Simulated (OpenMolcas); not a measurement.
# AlNH2Cl (SMILES [NH2][Al][Cl]): a chain of runs

We compute a series of 20 runs (UHF/ANO-RCC-MB, CASSCF(5,4)/ANO-RCC-VDZP, CASPT2[IPEA 0](5,4)/ANO-RCC-VDZP, MRCI(5,4)/ANO-RCC-VDZP, PC-NEVPT2(5,4)/ANO-RCC-VDZP, CASPT2(5,4)/ANO-RCC-VDZP, MC-PDFT[tOPBE](5,4)/ANO-RCC-VDZP, MC-PDFT[trevPBE](4,4)/ANO-RCC-VDZP, and more) of AlClH2N. 

Program for the calculation: OpenMolcas 26.06.

1 further run of the same task is left out (it didn't finish).

## (1) The molecule

The species is AlNH2Cl (5 atoms), meant as a doublet with charge 0. SMILES: `[NH2][Al][Cl]`. Geometry: relaxed at PBE0-D4/def2-TZVP. This is one conformer, not always the lowest.

Bond lengths: N1–Al2 1.765 Å, Al2–Cl3 2.116 Å, N1–H4 1.007 Å, N1–H5 1.009 Å. Angles: N1–Al2–Cl3 116.7°, Al2–N1–H4 124.9°, Al2–N1–H5 124.1°, H4–N1–H5 111.0°.

## (2) The energy at UHF/ANO-RCC-MB (DKH2) (run 1)

step1.input

```
&GATEWAY
Coord
5
bohr
N     -1.03821553     0.87248655    -0.43841646
Al     0.76080374    -0.55104414     1.98251168
Cl     3.60370772    -3.11748119     0.83299128
H     -2.44454971     2.12272936    -0.15779213
H     -0.78725990     0.53422558    -2.29771799
Basis=ANO-RCC-MB
Group=NoSym
&SEWARD
&SCF
UHF
Spin=2
PrOrbitals=1 2
```

Run with:

```console
export MOLCAS_MEM=1860
pymolcas step1.input > step1.log
```

Output:

```text
--- Start Module: gateway ---
[...]
--- Stop Module: gateway /rc=_RC_ALL_IS_WELL_ ---
--- Start Module: seward ---
[...]
      Basis functions           25
--- Stop Module: seward /rc=_RC_ALL_IS_WELL_ ---
[...]
--- Start Module: scf ---
[...]
       Convergence after  12 Iterations
[...]
::    Total SCF energy                               -758.8664917638
[...]
      Total spin, S                                     0.5019369669
[...]
      Total electronic charge=   39.000000
      Total            charge=   -0.000000
[...]
      Dipole Moment (debye):
      Origin of the operator (angstrom)=    0.8738   -0.7397    0.5023
                   X= -2.7818E+00               Y=  2.4745E+00               Z=  5.5348E-01           Total=  3.7640E+00
      Quadrupole Moment (debye*angstrom):
[...]
--- Stop Module: scf /rc=_RC_ALL_IS_WELL_ ---
[...]
```

It took 2.6 s on 1 thread of Arm Neoverse V1, shared host; peak memory 0.38 GiB.

## (3) The vertical excitations at CASSCF(5,4)/ANO-RCC-VDZP (DKH2, 2 states averaged) (run 2)

step2.inp

```
* AlClH2N CASSCF

&gateway
  coord
  5
  bohr
  N     -1.03821553     0.87248655    -0.43841646
  Al     0.76080374    -0.55104414     1.98251168
  Cl     3.60370772    -3.11748119     0.83299128
  H     -2.44454971     2.12272936    -0.15779213
  H     -0.78725990     0.53422558    -2.29771799
  basis
  ANO-RCC-MB
  group
  NoSym

&seward

&rasscf
  fileorb
  $CurrDir/step1.UnaOrb
  alter
  1
  1 14 18
  spin
  2
  nactel
  5 0 0
  inactive
  17
  ras2
  4
  ciroot
  2 2 1
  orblisting
  Nothing
>>> COPY $Project.RunFile RUNFIL1
>>> COPY $Project.RasOrb INPORB

&gateway
  coord
  5
  bohr
  N     -1.03821553     0.87248655    -0.43841646
  Al     0.76080374    -0.55104414     1.98251168
  Cl     3.60370772    -3.11748119     0.83299128
  H     -2.44454971     2.12272936    -0.15779213
  H     -0.78725990     0.53422558    -2.29771799
  basis
  ANO-RCC-VDZP
  group
  NoSym

&seward
>>> COPY $Project.RunFile RUNFIL2

&expbas

&rasscf
  fileorb
  $Project.ExpOrb
  spin
  2
  nactel
  5 0 0
  inactive
  17
  ras2
  4
  ciroot
  2 2 1
  orblisting
  Nothing
  orbappear
  Compact
```

Run with:

```console
export MOLCAS_MEM=1860
pymolcas step2.inp > step2.log
```

Output:

```text
--- Start Module: gateway ---
[...]
--- Stop Module: gateway /rc=_RC_ALL_IS_WELL_ ---
[...]
      Basis functions           25
[...]
      Number of active orbitals                  4
[...]
      Spin quantum number                      0.5
[...]
      Active orbitals                            4
[...]
      Number of CSFs                            20
[...]
      Number of root(s) required                 2
[...]
      Convergence after 36 iterations
[...]
      Natural orbitals and occupation numbers for root  1
      sym 1:   1.991182   1.947493   1.006712   0.054614
      Natural orbitals and occupation numbers for root  2
      sym 1:   1.994682   1.070973   1.744240   0.190105
      ************************************************************************************************************************
      *                                                    Final results                                                     *
[...]
::    RASSCF root number  1 Total energy:   -758.86392149
::    RASSCF root number  2 Total energy:   -758.75127276
[...]
      Basis functions           60
[...]
      Convergence after 16 iterations
[...]
      Natural orbitals and occupation numbers for root  1
      sym 1:   1.993629   1.955206   1.004372   0.046793
      Natural orbitals and occupation numbers for root  2
      sym 1:   1.998593   1.023993   1.851913   0.125502
      ************************************************************************************************************************
      *                                                    Final results                                                     *
[...]
::    RASSCF root number  1 Total energy:   -759.02236987
::    RASSCF root number  2 Total energy:   -758.91146329
[...]
      Total electronic charge=   39.000000
      Total            charge=   -0.000000
[...]
```

Run time: 11 s. Hardware: 1 thread of Arm Neoverse V1, shared host; peak memory 0.41 GiB.

Runs 3 to 19 aren't shown in full; the table further down has their settings and results.

## (4) Energy and forces at CASSCF(5,4)/ANO-RCC-VDZP (DKH2, root 2, 2 states averaged) (run 20)

step20.input

```
>>> EXPORT MOLCAS_PRINT=2
&GATEWAY
Coord
5
bohr
N     -1.03821553     0.87248655    -0.43841646
Al     0.76080374    -0.55104414     1.98251168
Cl     3.60370772    -3.11748119     0.83299128
H     -2.44454971     2.12272936    -0.15779213
H     -0.78725990     0.53422558    -2.29771799
Basis = ANO-RCC-VDZP
Group = NoSym
&SEWARD
&RASSCF
FileOrb = $CurrDir/step2.RasOrb
Spin = 2
Nactel = 5 0 0
Inactive = 17
Ras2 = 4
CIRoot = 2 2 1
RlxRoot = 2
OrbListing = Nothing
OrbAppear = Compact
&ALASKA
```

Run with:

```console
export MOLCAS_MEM=1860
pymolcas step20.input > step20.log
```

Output:

```text
--- Start Module: gateway ---
[...]
--- Stop Module: gateway /rc=_RC_ALL_IS_WELL_ ---
[...]
      Basis functions           60
[...]
      Number of active orbitals                  4
[...]
      Spin quantum number                      0.5
[...]
      Active orbitals                            4
[...]
      Number of CSFs                            20
[...]
      Number of root(s) required                 2
[...]
      Convergence after  4 iterations
[...]
      printout of CI-coefficients larger than  0.05 for root  1
      energy=    -759.022369
      conf/sym  1111     Coeff  Weight
             1  22u0  -0.97660 0.95375
             4  2udu   0.14588 0.02128
             5  2uud  -0.06906 0.00477
            12  20u2  -0.11620 0.01350
            13  ud2u  -0.05023 0.00252
[...]
      Natural orbitals and occupation numbers for root  1
      sym 1:   1.993629   1.955206   1.004372   0.046793
      Natural orbitals and occupation numbers for root  2
      sym 1:   1.998593   1.023993   1.851909   0.125505
      ************************************************************************************************************************
      *                                                    Final results                                                     *
[...]
::    RASSCF root number  1 Total energy:   -759.02236942
::    RASSCF root number  2 Total energy:   -758.91146374
[...]
      Total electronic charge=   39.000000
      Total            charge=   -0.000000
[...]
--- Start Module: mclr ---
[...]
      Dipole Moment (debye):
      Origin of the operator (angstrom)=    0.8738   -0.7397    0.5023
                   X= -4.3655E+00               Y=  3.5238E+00               Z= -4.7799E+00           Total=  7.3704E+00
      Quadrupole Moment (debye*angstrom):
[...]
--- Stop Module: mclr /rc=_RC_ALL_IS_WELL_ ---
--- Start Module: alaska ---
[...]
```

Run time: 21 s. Hardware: 1 thread of Arm Neoverse V1, shared host; peak memory 0.41 GiB.

## (5) Overview of the runs

| run | level | swaps | task | partner | energy (Eh) | dipole moment (D) of the reference | wall time |
| --- | --- | --- | --- | --- | --- | --- | --- |
| 1 | UHF/ANO-RCC-MB (DKH2) | – | energy | base | -758.866492 | 3.76 | 2.6 s |
| 2 | CASSCF(5,4)/ANO-RCC-VDZP (DKH2, 2 states averaged) | 1 | excited | base | -759.022370 | 2.73 | 11 s |
| 3 | CASSCF(5,4)/ANO-RCC-VDZP (DKH2, 2 states averaged, root 2) | 0 | optimise | base | not converged | – | 15 min |
| 4 | CASPT2[IPEA 0](5,4)/ANO-RCC-VDZP (DKH2, casscf thresholds set, ipea shift 0 Eh, pt2 variant XMS, 2 states averaged) | 0 | excited | base | -759.441619 | 2.73 | 6.6 s |
| 5 | MRCI(5,4)/ANO-RCC-VDZP (DKH2, 2 states averaged) | 0 | excited | base | -759.376502 | 2.73 | 2.1 min |
| 6 | PC-NEVPT2(5,4)/ANO-RCC-VDZP (DKH2, pt2 variant PC-NEVPT2) | 0 | energy | other spin | -759.233207 | 7.59 | 6.6 s |
| 7 | CASSCF(5,4)/ANO-RCC-VDZP (DKH2, valence bond yes) | 0 | energy | base | -759.047887 | 2.60 | 6.9 s |
| 8 | CASPT2[IPEA 0](5,4)/ANO-RCC-VDZP (DKH2, ipea shift 0 Eh, pt2 variant XDW, 2 states averaged, weight exponent 100) | 0 | excited | base | -759.436027 | 2.73 | 7.2 s |
| 9 | CASPT2(5,4)/ANO-RCC-VDZP (DKH2, ipea shift 0.25 Eh, pt2 variant SS, 2 states averaged) | 0 | excited | base | -759.431690 | 2.73 | 6.9 s |
| 10 | CASSCF(5,4)/ANO-RCC-VDZP (DKH2, 2 states averaged) | 0 | excited | base | -759.022369 | 2.73 | 6.3 s |
| 11 | MC-PDFT[tOPBE](5,4)/ANO-RCC-VDZP (DKH2, 2 states averaged) | 0 | excited | base | -760.451298 | – | 7.2 s |
| 12 | MC-PDFT[trevPBE](4,4)/ANO-RCC-VDZP (DKH2) | 0 | energy | cation | -760.103577 | – | 7.5 s |
| 13 | MC-PDFT[tLSDA](5,4)/ANO-RCC-VDZP (DKH2, 2 states averaged) | 0 | excited | base | -758.304084 | 2.73 | 8.1 s |
| 14 | CASSCF(5,4)/ANO-RCC-VDZP (DKH2) | 0 | frequencies | base | -759.049471 | 2.73 | 4.7 min |
| 15 | CASPT2[IPEA 0](5,4)/ANO-RCC-VDZP (DKH2, ipea shift 0 Eh, pt2 variant MS, 2 states averaged, second multiplicity 4) | 0 | spin-orbit | base | -759.435644 | – | 11 s |
| 16 | CASPT2[IPEA 0](5,4)/ANO-RCC-VDZP (DKH2, ipea shift 0 Eh, pt2 variant SS, real shift 0.2 Eh, 2 states averaged) | 0 | excited | base | -759.433400 | 2.73 | 6.9 s |
| 17 | CASPT2[IPEA 0](5,4)/ANO-RCC-VDZP (DKH2, PCM chlorobenzene, ipea shift 0 Eh, pt2 variant MS, 2 states averaged) | 0 | excited | base | -759.468062 | 3.28 | 45 s |
| 18 | CASPT2(5,4)/ANO-RCC-VDZP (DKH2, ipea shift 0.25 Eh, multiplet size 2, pt2 variant SS, 3 states averaged) | 0 | magnetism | base | -759.437271 | – | 8.7 s |
| 19 | PC-NEVPT2(5,4)/ANO-RCC-VDZP (DKH2, pt2 variant QD-PC-NEVPT2, 2 states averaged) | 0 | excited | base | -759.431275 | 2.73 | 6.3 s |
| 20 | CASSCF(5,4)/ANO-RCC-VDZP (DKH2, root 2, 2 states averaged) | 0 | gradient | base | -758.911464 | – | 21 s |

## (6) What came out

| quantity | value |
| --- | --- |
| run 20, CASSCF(5,4)/ANO-RCC-VDZP: energy of root 2 | -758.91146 Eh |
| run 20, CASSCF(5,4)/ANO-RCC-VDZP: largest force on an atom | 6.178 eV/Å |
| run 20, CASSCF(5,4)/ANO-RCC-VDZP: lowest excitation energy within this active space | 3.02 eV |

What this shows: In run 1 the basis is minimal, so the values are rough. All runs together took 25 min, the longest 15 min. 1 of the 20 runs did not end normally.
